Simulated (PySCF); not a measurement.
## Diamond-structure Si

All values below come from MP2 (GTH pseudopotentials, Gaussian basis; PySCF).

Cell: relaxed at this level.

```json
{
 "lattice_parameter_a": "5.403 Å ± 0.02",
 "volume_per_atom": "19.72 Å³/atom",
 "bulk modulus B0": "104 GPa ± 3",
 "cohesive_energy": "5.17 eV/atom ± 0.1",
 "pressure derivative B′ of the bulk modulus": "4.3"
}
```

Measured, for comparison: lattice constant a 5.421 Å, equilibrium volume per atom 19.91 Å³/atom (static lattice: zero-point anharmonic expansion removed; as tabulated in Mejia-Rodriguez and Trickey (2018), arXiv:1807.09216); bulk modulus 101 GPa (0 K value with zero-point phonon effects removed; as tabulated in Sun et al. (2011), doi:10.1103/physrevb.84.035117); cohesive energy 4.68 ± 0.08 eV/atom (from 0 K enthalpies of formation; zero-point vibration energy (9/8 kB θD) added; as tabulated in Csonka et al. (2009), arXiv:0903.4037). Computed (rounded) less measured: lattice constant a -0.3 %, equilibrium volume per atom -1.0 %, bulk modulus +3 %, cohesive energy +0.49 eV/atom.

A ± is a rough bar: the spread of an extrapolation, a floor set from checks against published values, or a statistical error.

Computed values are for the static lattice.

Computing time: around 9 core-hours (rough).
